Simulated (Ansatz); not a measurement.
```yaml
crystal:
  periodic: [false, false, false]
  atoms:
    - {symbol: W, position_ang: [0.003200, 0.191027, -0.165712]}
    - {symbol: O, position_ang: [-0.027434, 1.951796, 0.421970]}
    - {symbol: Cl, position_ang: [-0.004215, -1.871376, 0.668862]}
basis:
  gaussian: {orbitals: def2-TZVP}
magnetization: {spin_polarized: true, initial_magnetization: 5}
hamiltonian: {xc: pbe0}
relax: {f_tol: 0.004, max_steps: 80}
```

```sh
$ ansatz run in.yaml --threads 1 --pin off --events-out ev --progress --plain --max-ram 2176MiB
```

Steps of the relaxation (energy above the last step; positions in Å, forces in eV/Å):

```
3
step 1, 214.7 meV
W     0.003    0.191   -0.166    0.065   -2.201   -1.658
O    -0.027    1.952    0.422   -0.059    3.326    1.160
Cl   -0.004   -1.871    0.669   -0.005   -1.124    0.498
```

```
3
step 2, 8.0 meV
W     0.004    0.181   -0.206    0.002   -0.578    0.106
O    -0.029    2.026    0.442   -0.004    0.283    0.056
Cl   -0.004   -1.936    0.690    0.002    0.295   -0.162
```

```
3
step 3, 0.8 meV
W     0.004    0.172   -0.188    0.000   -0.119    0.039
O    -0.028    2.038    0.433   -0.001    0.067    0.001
Cl   -0.004   -1.938    0.680    0.001    0.053   -0.040
```

```
3
step 5, 0.0 meV
W     0.003    0.170   -0.167    0.000    0.001    0.001
O    -0.028    2.051    0.422    0.000   -0.003   -0.001
Cl   -0.004   -1.949    0.671    0.000    0.001    0.000
```

Close pairs at the end: W1–O2 1.971 Å, W1–Cl3 2.278 Å.

A stationary point of unrestricted PBE0 after 5 steps, with ⟨S²⟩ = 8.763 against 8.75 for a pure state; no frequencies were run, so it isn't proven a minimum. 54 s on 1 thread of Intel Xeon 6975P-C, shared host.
